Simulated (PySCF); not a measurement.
Compound: CH3NO.
SMILES: `NC=O`

Torsions of this conformer, `[NH2:1][CH:2]=[O:3]`: H–N1–C2–O3 0°, H–N1–C2–O3 180°.

The closed-shell ground state was solved at several levels (PySCF, density fitting, gas phase, non-relativistic). Geometry: PBE0-D3(BJ)/def2-TZVP; no solvent, vibrations or thermal averaging.

| level | basis functions | total energy (Eh) | HOMO (eV) | LUMO (eV) | gap (eV) | dipole (D) |
| --- | --- | --- | --- | --- | --- | --- |
| PBE0/pcSseg-2 | 150 | -169.7785 | -7.64 | 0.40 | 8.04 | 4.01 |
| wB97X-D/pcSseg-2 | 150 | -169.9131 | -9.56 | 2.13 | 11.69 | 4.05 |
| wB97X-D/aug-cc-pVTZ | 207 | -169.9085 | -9.58 | 0.63 | 10.21 | 3.99 |
| B97-2/pcSseg-2 | 150 | -169.9081 | -7.35 | 0.42 | 7.77 | 3.99 |
| PBE0/pcJ-2 | 225 | -169.7847 | -7.64 | 0.45 | 8.09 | 4.01 |
| KT3/pcSseg-2 | 150 | -172.3840 | -6.20 | -0.56 | 5.64 | 3.81 |
| B97-2/pcJ-2 | 225 | -169.9150 | -7.35 | 0.44 | 7.79 | 3.99 |
| B3LYP/pcJ-2 | 225 | -169.9807 | -7.41 | 0.09 | 7.50 | 4.00 |
| CAM-B3LYP/aug-cc-pVTZ | 207 | -169.8978 | -9.17 | 0.00 | 9.17 | 4.01 |

Estimate the row for PBE0/aug-cc-pVTZ, a basis of 207 functions; the other rows only guide the guess.

Total energy -169.7748 Eh, HOMO -7.67 eV, LUMO -0.33 eV, gap 7.34 eV, dipole 3.95 D.

Over all these levels, which gives the widest orbital gap and which the narrowest?

wB97X-D/pcSseg-2 (range-separated hybrid) has the widest, 11.69 eV, and KT3/pcSseg-2 (GGA) the narrowest, 5.64 eV. The two share the basis. From the narrowest to the widest the HOMO moves by -3.36 eV and the LUMO by +2.69 eV.

How much does the basis alone move the frontier levels among the 3 PBE0 rows (the withheld one included)?

The HOMO by 0.03 eV and the LUMO by 0.78 eV. By rising basis size (HOMO, LUMO in eV): pcSseg-2 -7.64, 0.40; aug-cc-pVTZ -7.67, -0.33; pcJ-2 -7.64, 0.45.

In the pcSseg-2 basis, how does the gap go with the fixed share of exact exchange?

KT3 (0 %) 5.64 eV; B97-2 (21 %) 7.77 eV; PBE0 (25 %) 8.04 eV. Each rise in the share widens the gap here.

How far do the dipole and the HOMO energy spread over the levels?

The dipole runs from 3.81 to 4.05 D (mean 3.98 D) and the HOMO from -9.58 to -6.20 eV.

wB97X-D is run here without its empirical dispersion term; that term would change no orbital, density or response property at a fixed geometry.
